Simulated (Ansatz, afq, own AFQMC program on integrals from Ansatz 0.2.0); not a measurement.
Where AFQMC and coupled cluster stand for WSiH₂⁺, sextet

```yaml
atoms:
  - { symbol: W, position_ang: [0.0000, 0.0000, 0.3179] }
  - { symbol: Si, position_ang: [0.0000, 0.0000, -1.8851] }
  - { symbol: H, position_ang: [0.0000, -1.2203, -2.7301] }
  - { symbol: H, position_ang: [0.0000, 1.2203, -2.7301] }
```

Connectivity, by distances: W–SiH2.

Basis def2-SVP with its core potentials. Noble-gas cores (and the filled d shells of Ga–Kr and In–Xe) are frozen. AFQMC by an in-house program on the Cholesky factors that Ansatz 0.2.0 writes for its CCSD(T) run. The CISD trial takes its coefficients from CCSD amplitudes. Released means that phaseless walkers are propagated on without the constraint, phases kept. Uncertainties: one standard error, sampling alone. No spin–orbit coupling. The metal's outer-core s and p shells are frozen, which shifts wave-function levels against functionals.

Determinant: UHF, the one that the program's search chose, which needn't be the lowest solution. The geometry is a point of a scan.

No full CI on the walks' own integrals is used here; CCSDT(Q) serves as the reference and is uncertain by about the last step of the cluster series.

Cautions: no spin-orbit coupling; outer-core shells of the metal frozen; lower spins were not checked; higher spins were not checked.

- T1 diagnostic: 0.0238
- weight of the determinant in the CISD state: 0.884
- ⟨S²⟩ of the determinant: 8.766
- size of the correlated space: 11 electrons in 51 orbitals

```tsv
level	correlation energy (eV)
MP2	-4.2680
CCSD	-5.0519
CCSD(T)	-5.2015
```

(1) Estimate where AFQMC with the constraint released lies against CCSD(T) on the same integrals.

(1) 32.0 ± 4.0 meV below CCSD(T).

Reference: CCSDT(Q), correlation energy -5.237 eV. The released energy is read at 4.20 1/Eh (meV from the phaseless value at times in 1/Eh: -13.2 ± 2.2 at 0.60, -18.2 ± 2.4 at 1.20, -22 ± 3 at 2.00, -24.7 ± 2.2 at 3.00, -18 ± 4 at 4.20).

```tsv
level	E − E(reference) (meV)	share of correlation (%)
CCSD(T)	35.8	99.32
CCSDT	8.4	99.84
ph-AFQMC/CISD	21.6 ± 3.4	99.59
released AFQMC	3.8 ± 4.0	99.93
```

A walk keeps the symmetry of its determinant, which the program's search chose and which needn't be the lowest solution, so a lower state of the same spin and another symmetry isn't excluded. Released energies are given only where the last usable release times agree within the noise; a slower fall can still hide under it.
